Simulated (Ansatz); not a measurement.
# Ca, one cell by several methods

```xyz
1
Lattice="0.0000 2.7621 2.7621 2.7621 0.0000 2.7621 2.7621 2.7621 0.0000" Properties=species:S:1:pos:R:3 pbc="T T T"
Ca    0.0000    0.0000    0.0000
```

The structure comes from a relaxation in the same program, started in the fcc type, and has space group Fm-3m. Whether it is a known phase or the ground state wasn't checked.

Methods: DFT, PBE, PAW with Ansatz's default frozen-core files, scalar-relativistic (Ansatz 0.2.0); DFT, PBE, all-electron LAPW, scalar-relativistic (Ansatz 0.2.0).

For PAW: a Γ-centred 11×11×11 k mesh, Fermi–Dirac smearing of 0.03 eV, cutoff 420 eV, no spin polarisation. LAPW targets a basis error of 1 meV/atom. The Ansatz runs share mesh, smearing and spin set-up. Plane-wave (PAW) pressures include the program's estimate of the Pulay term.

Stress and pressure are positive in compression.

Levels count from the Fermi level.

PAW results:

```tsv
quantity	PAW
pressure (GPa)	0.00
highest filled level at L (eV)	-0.163
lowest empty level at L (eV)	2.221
highest filled level at Γ (eV)	-4.025
lowest empty level at Γ (eV)	2.336
```

Q: What does full-potential LAPW give for the same quantities?

A: 
```csv
quantity,LAPW
pressure (GPa),0.00
highest filled level at L (eV),-0.163
lowest empty level at L (eV),2.221
highest filled level at Γ (eV),-4.025
lowest empty level at Γ (eV),2.336
```
